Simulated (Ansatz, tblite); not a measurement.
Removing an electron: MgH₂. Total charge 0; singlet. Geometry: PBE0-D4/def2-TZVP. Ansatz, gas phase; energy differences of separate SCF runs; the oxidised species was run as a doublet alone.

Cartesian coordinates in Å:
```
Mg 0.000 0.000 0.000
H -0.909 -0.470 1.364
H 0.909 0.470 -1.364
```

The xTB rows come from tblite.

```json
{"level": "GFN1-xTB", "−HOMO (eV)": "11.95", "vertical IE (eV)": "15.99", "−LUMO (eV)": "5.35", "HOMO–LUMO gap (eV)": "6.60"}
{"level": "GFN2-xTB", "−HOMO (eV)": "10.17", "vertical IE (eV)": "14.23", "−LUMO (eV)": "5.58", "HOMO–LUMO gap (eV)": "4.59"}
{"level": "PBE-D4/def2-TZVP", "−HOMO (eV)": "6.05", "vertical IE (eV)": "9.42", "−LUMO (eV)": "1.16", "HOMO–LUMO gap (eV)": "4.88"}
{"level": "r2SCAN-D4/def2-TZVP", "−HOMO (eV)": "6.31", "vertical IE (eV)": "9.45", "−LUMO (eV)": "0.65", "HOMO–LUMO gap (eV)": "5.66"}
{"level": "PBE0-D4/def2-TZVP", "−HOMO (eV)": "7.21", "vertical IE (eV)": "9.59", "−LUMO (eV)": "0.53", "HOMO–LUMO gap (eV)": "6.68"}
```

Run but left out: HF/def2-TZVPP, MP2/def2-TZVPP, CCSD/def2-TZVPP, CCSD(T)/def2-TZVPP (flagged by the program: other roots).  Raw xTB energy differences between charge states are shifted by several eV; the methods need an empirical correction for them.
